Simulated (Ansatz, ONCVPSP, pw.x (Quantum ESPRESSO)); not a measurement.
**From atom to crystal: ONCV potential for arsenic (As)**

| Quantity | Value |
| --- | --- |
| Element | As |
| Generator | ONCVPSP 4.0.1.1 (patched build) |
| Type | optimised norm-conserving Vanderbilt (ONCV) |
| Functional | LDA (Perdew-Wang 92) |
| Relativity | scalar-relativistic |
| Frozen core | [Ar] 3d10 |
| Valence charge | 5 |
| Reference configuration | 4s2 4p3 |
| Partial waves | 4s: rc 1.65 bohr, ncon 3, nbas 7, qcut 4.9 1/bohr, 1 projector; 4p: rc 2.00 bohr, ncon 4, nbas 8, qcut 4.3 1/bohr, 2 projectors, debl 3.3 Ha; d scattering state at 0.15 Ha: rc 2.15 bohr, ncon 4, nbas 8, qcut 4.1 1/bohr, 1 projector |
| Local potential | polynomial inside 1.30 bohr (lpopt 5, dvloc0 0 Ha) |
| Core correction | Teter function fitted to the true core (icmod 2), fcfact 0.5 |

Crystal test: bcc As in pw.x 7.5, no spin, 14³ k-points, Fermi–Dirac smearing 0.01 Ry, cutoffs 50/200 Ry. The reference is all-electron LAPW (Ansatz 0.2.0) with the same functional, mesh and smearing; V0 and B0 come from Birch–Murnaghan fits to the pressures at five volumes. Errors are pseudo minus all-electron; Δ is the rms difference of the E(V) curves that follow from these fits, minima aligned, over ±6 % about the mean V0. Mesh and smearing are coarse, so the numbers serve the comparison and aren't converged zero-temperature values; the lattice is a test structure that the element need not adopt.

| V (Å³/atom) | P all-electron (GPa) | P pseudo (GPa) |
| --- | --- | --- |
| 16.961 | 5.73 | 3.88 |
| 17.408 | 2.75 | 1.06 |
| 17.854 | 0.14 | -1.42 |
| 18.300 | -2.15 | -3.58 |
| 18.747 | -4.16 | -5.47 |

All-electron: a0 = 3.295 Å (V0 = 17.88 Å³/atom), B0 = 97.1 GPa.

Pseudopotential: mean pressure error (GPa): -1.57; a0 (Å): 3.277; a0 error (%): -0.54; B0 error (%): +1.4; Δ (meV/atom): 6.2. This is a poor potential for the solid. The generator flags a localised state at positive energy (s at 7 eV).

Question: At the middle volume, how do free energy and pressure move when the wave cutoff is lowered (ecutrho kept at four times it)?

Answer:

```tsv
cutoff (Ry)	shift of F (meV/atom)	shift of P (GPa)
22	+28.3	-0.69
30	+11.9	-0.07
40	+1.8	-0.02
```

The run at the middle volume (104 k-points, 5 iterations) took about 9.5 s on one core of a shared host (Neoverse-N1, 64 threads, 124 GiB, load 54).
